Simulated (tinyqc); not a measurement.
MP2 on RHF in the sto-3g basis, frozen core, for LiH, spin multiplicity 1, step by step. One step of it, computed by the program tinyqc.

Question. Iteration 1: building the Fock matrix. J_ij = sum D_kl (ij|kl), K_ij = sum D_kl (ik|jl); F = H + J - 0.5 K; E = tr D H + tr D J / 2 - 0.25 tr D K + E_nn.

D at the start, lower triangle:
```
            1Li 1s    1Li 2s   1Li 2px   1Li 2py   1Li 2pz     2H 1s
1Li 1s    2.075156
1Li 2s   -0.233350  1.061726
1Li 2px   0.000000  0.000000  0.000000
1Li 2py   0.000000  0.000000  0.000000  0.000000
1Li 2pz  -0.005428  0.023126  0.000000  0.000000  0.005477
2H 1s     0.008105  0.070673  0.000000  0.000000  0.065935  0.838948
```

core Hamiltonian H = T + V (hartree), lower triangle:
```
            1Li 1s     1Li 2s    1Li 2px    1Li 2py    1Li 2pz      2H 1s
1Li 1s   -4.761247
1Li 2s   -1.070208  -1.408099
1Li 2px   0.000000   0.000000  -1.146320
1Li 2py   0.000000   0.000000   0.000000  -1.146320
1Li 2pz  -0.018548  -0.127984   0.000000   0.000000  -1.249159
2H 1s    -0.383990  -0.763798   0.000000   0.000000  -0.892340  -1.527536
```

Two-electron integrals (ij|kl) in chemists' order, unique and non-zero (hartree):
```
(11|11) 1.680395   (21|11) 0.265420   (21|21) 0.049941   (22|11) 0.397727
(22|21) 0.092860   (22|22) 0.290562   (31|31) 0.008981   (32|31) 0.013788
(32|32) 0.064184   (33|11) 0.396640   (33|21) 0.092880   (33|22) 0.290497
(33|33) 0.312946   (41|41) 0.008981   (42|41) 0.013788   (42|42) 0.064184
(43|43) 0.016869   (44|11) 0.396640   (44|21) 0.092880   (44|22) 0.290497
(44|33) 0.279207   (44|44) 0.312946   (51|51) 0.008981   (52|51) 0.013788
(52|52) 0.064184   (53|53) 0.016869   (54|54) 0.016869   (55|11) 0.396640
(55|21) 0.092880   (55|22) 0.290497   (55|33) 0.279207   (55|44) 0.279207
(55|55) 0.312946   (61|11) 0.090398   (61|21) 0.017077   (61|22) 0.032208
(61|33) 0.031828   (61|44) 0.031828   (61|51) 0.002017   (61|52) 0.003852
(61|55) 0.032984   (61|61) 0.006382   (62|11) 0.168698   (62|21) 0.039646
(62|22) 0.126279   (62|33) 0.120364   (62|44) 0.120364   (62|51) 0.006501
(62|52) 0.035744   (62|55) 0.137978   (62|61) 0.016062   (62|62) 0.084951
(63|31) 0.003596   (63|32) 0.015571   (63|53) 0.005860   (63|63) 0.006973
(64|41) 0.003596   (64|42) 0.015571   (64|54) 0.005860   (64|64) 0.006973
(65|11) 0.197017   (65|21) 0.046883   (65|22) 0.155371   (65|33) 0.145187
(65|44) 0.145187   (65|51) 0.010170   (65|52) 0.054647   (65|55) 0.175543
(65|61) 0.019965   (65|62) 0.115573   (65|65) 0.160432   (66|11) 0.353041
(66|21) 0.084549   (66|22) 0.291381   (66|33) 0.266653   (66|44) 0.266653
(66|51) 0.017139   (66|52) 0.108808   (66|55) 0.340324   (66|61) 0.036271
(66|62) 0.239402   (66|65) 0.340001   (66|66) 0.774606
```

nuclear repulsion = 1.06545747 hartree

Give: Coulomb J; exchange K; Fock matrix F; total energy of this density.

Answer.

Coulomb J (hartree), lower triangle:
```
         1Li 1s  1Li 2s  1Li 2px  1Li 2py  1Li 2pz   2H 1s
1Li 1s   4.1351
1Li 2s   0.7096  1.3754
1Li 2px  0.0000  0.0000   1.3501
1Li 2py  0.0000  0.0000   0.0000   1.3501
1Li 2pz  0.0172  0.1064   0.0000   0.0000   1.4186
2H 1s    0.2496  0.6963   0.0000   0.0000   0.8784  1.7383
```

exchange K (hartree), lower triangle:
```
         1Li 1s  1Li 2s  1Li 2px  1Li 2py  1Li 2pz   2H 1s
1Li 1s   3.4258
1Li 2s   0.5657  0.4636
1Li 2px  0.0000  0.0000   0.0893
1Li 2py  0.0000  0.0000   0.0000   0.0893
1Li 2pz  0.0251  0.1312   0.0000   0.0000   0.2477
2H 1s    0.2294  0.4002   0.0000   0.0000   0.3793  0.8311
```

Fock matrix F (hartree), lower triangle:
```
          1Li 1s   1Li 2s  1Li 2px  1Li 2py  1Li 2pz    2H 1s
1Li 1s   -2.3390
1Li 2s   -0.6435  -0.2645
1Li 2px   0.0000   0.0000   0.1591
1Li 2py   0.0000   0.0000   0.0000   0.1591
1Li 2pz  -0.0139  -0.0872   0.0000   0.0000   0.0456
2H 1s    -0.2491  -0.2676   0.0000   0.0000  -0.2036  -0.2047
```

total energy of this density = -7.674654 hartree

This density is the starting one; it is not idempotent, so its energy is not variational and may lie below the converged one.
